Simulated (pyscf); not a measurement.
**Atom transfer: `[F][Ti]([F])([F])[F]` + `[H]` [doublet] -> `[FH]` + `[F][Ti]([F])[F]` [doublet]**

Gas phase, doublet surface, charge 0. Bonds broken: F1–Ti2. Bonds formed: F1–H6. Single points on ωB97X-D3(BJ)/def2-SVP structures (PySCF, gas phase).

Transition state (Å):

```xyz
6

F     -0.3218     1.0366    -0.4147
Ti    -1.3015    -0.4312     0.0923
F     -0.4413    -1.5872    -0.8945
F     -2.9557    -0.2711    -0.4189
F     -1.0853    -0.7605     1.7861
H      0.6813     1.0503    -1.2698
```

One imaginary mode, 2312i cm⁻¹; descent along it reached the two sides named, in the forms told below.

```csv
bond,change,reactant side (Å),saddle,product side
F1–Ti2,breaks,1.728,1.836,2.104
F1–H6,forms,3.2,1.318,1.014
```

Electronic energies relative to the separated reactants (kcal/mol):

```
level                   barrier  reaction energy  reverse barrier
----------------------  -------  ---------------  ---------------
ωB97X-D3(BJ)/def2-TZVP     24.0             -7.0             31.0
PBE/def2-TZVP              13.5             +4.0              9.5
r²SCAN/def2-TZVP           14.4             +2.9             11.5
B3LYP-D3(BJ)/def2-TZVP     14.6             -6.4             21.0
PBE0-D3(BJ)/def2-TZVP      18.1             -5.2             23.3
M06-2X/def2-TZVP           21.0            -15.8             36.7
ωB97M-D3(BJ)/def2-TZVP     21.7             -9.7             31.4
```

With ωB97M-D3(BJ)/def2-TZVP energies and thermal terms (ideal gas, 1 atm, RRHO with modes under 100 cm⁻¹ raised to 100, one conformer, R ln 2 for rigid chiral ones), in kcal/mol:

```tsv
T (K)	ΔH‡	ΔG‡	ΔH	ΔG
298	21.4	26.3	-6.0	-10.0
600	21.1	31.4	-6.8	-13.7
900	20.8	36.7	-7.8	-17.0
1200	20.5	42.0	-8.8	-20.0
```

On the product side the descent ends in an adduct with a F–Ti contact, 13.2 kcal/mol under the separated species and 44.1 kcal/mol under the saddle at ωB97X-D3(BJ)/def2-TZVP. What is counted as broken (F–Ti) persists as a longer contact in the product adduct; parting that adduct is a step of its own. This is the saddle that the search found; another between the same sides may lie lower. The angle at the transferred F is 126°: a side-on saddle, likely not the lowest. Open-shell species with a d-block atom are single-reference here; other states, and whether the spin sits on metal or ligand, were not checked.
